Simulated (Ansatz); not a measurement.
A CCSD(T) single point on `CC=S`.

```yaml
crystal:
  periodic: [false, false, false]
  atoms:
    - {symbol: C, position_ang: [-0.553085, 0.336502, -0.143004]}
    - {symbol: C, position_ang: [0.690040, -0.437229, 0.088861]}
    - {symbol: S, position_ang: [1.378869, -0.725134, 1.513381]}
    - {symbol: H, position_ang: [-1.288809, -0.291725, -0.658555]}
    - {symbol: H, position_ang: [-0.345838, 1.175277, -0.817733]}
    - {symbol: H, position_ang: [-0.976669, 0.709802, 0.788084]}
    - {symbol: H, position_ang: [1.156593, -0.835393, -0.816734]}
basis:
  gaussian: {orbitals: def2-TZVPP}
correlation: {method: ccsd_t}
output: {orbitals: {seedname: orbitals}}
```

```sh
$ ansatz run in.yaml --threads 4 --pin off --events-out ev --progress --plain --max-ram 10444MiB
```

Output of Ansatz, abridged:

```
Functional definition: HF
924 factors; integrals over basis functions are off by at most 9.1e-4 eV
mean field evaluation 1: about -12940.4100 eV, gradient 2.3e1 eV
mean field evaluation 2: about -12940.4162 eV, gradient 2.3e1 eV
mean field evaluation 4: about -12942.0273 eV, gradient 2.6e0 eV
mean field evaluation 8: about -12942.0578 eV, gradient 4.3e-4 eV
mean field -12942.05782380 eV, -475.6118525827 hartree, gradient 7.0e-6 eV, S^2 0.000000; 0 other end points of the search recorded, 0 dependent functions left out; unrestricted orbitals would lower it
7 core orbitals not correlated: weight in the atoms' cores, before any rotation towards them, 1.000 or more for the frozen orbitals, at most 0.000 for the correlated occupied ones
reference -12942.05782380 eV, -475.6118525827 hartree; 9, 9 occupied and 144, 144 virtual orbitals, 924 factors
second order -13.82196534 eV of doubles, -0.00000000 eV of singles
cycle   1  -14.26574167 eV  change   -4.4e-1 eV  update   9.4e-2
cycle   2  -14.66064368 eV  change   -3.9e-1 eV  update   3.0e-2
cycle   3  -14.76034844 eV  change   -1.0e-1 eV  update   1.7e-2
cycle   4  -14.75389437 eV  change    6.5e-3 eV  update   5.5e-3
cycle   5  -14.75371564 eV  change    1.8e-4 eV  update   2.7e-3
cycle   6  -14.75393557 eV  change   -2.2e-4 eV  update   7.6e-4
cycle   7  -14.75387855 eV  change    5.7e-5 eV  update   2.5e-4
cycle   8  -14.75396748 eV  change   -8.9e-5 eV  update   7.7e-5
cycle   9  -14.75398068 eV  change   -1.3e-5 eV  update   2.4e-5
cycle  10  -14.75397219 eV  change    8.5e-6 eV  update   7.6e-6
perturbative correction -0.70510311 eV, -0.0259120612 hartree
Total energy: -12957.51689910 eV, -476.1799631214 hartree
```

It took 10 s on 4 threads of an Arm Neoverse V1 on a shared host, with 1.1 GiB of host memory at the peak.

Correlation energy per correlated electron: -0.859 eV. T1 diagnostic: 0.0158.
